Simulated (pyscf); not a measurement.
Structures and frequencies: ωB97X-D3(BJ)/def2-SVP in PySCF.

**Question.** For `[CH3][Ga]([OH])[OH]` + `[H][H]` → `[CH3][GaH][OH]` + `[OH2]`, a four-centre exchange (singlet surface; Ga–O, H–H broken, Ga–H, H–O formed), PBE/def2-TZVP gives ΔE‡ = 85.4 kJ/mol and ΔE = +46.5 kJ/mol (zero: the separated reactants). In which direction and how far do r²SCAN/def2-TZVP, M06-2X/def2-TZVP, ωB97M-D3(BJ)/def2-TZVP move these?

**Answer.** r²SCAN: ΔE‡ = 89.2 kJ/mol, ΔE = +54.5 kJ/mol; M06-2X: ΔE‡ = 104.1 kJ/mol, ΔE = +65.7 kJ/mol; ωB97M-D3(BJ): ΔE‡ = 101.0 kJ/mol, ΔE = +44.9 kJ/mol. PBE's barrier lies under all of them, by 3.8 to 18.8 kJ/mol. Its reaction energy lies among theirs. On the product side the descent ends in an adduct with a Ga–O contact (not fully relaxed), 66.5 kJ/mol under the separated species and 116.6 kJ/mol under the saddle at ωB97X-D3(BJ)/def2-TZVP. What is counted as broken (Ga–O) persists as a longer contact in the product adduct; parting that adduct is a step of its own. At the saddle there is also a short Ga–H contact that neither side keeps. This is the saddle that the search found; another between the same sides may lie lower. Elements up to Kr have no core potential and no relativistic terms here.
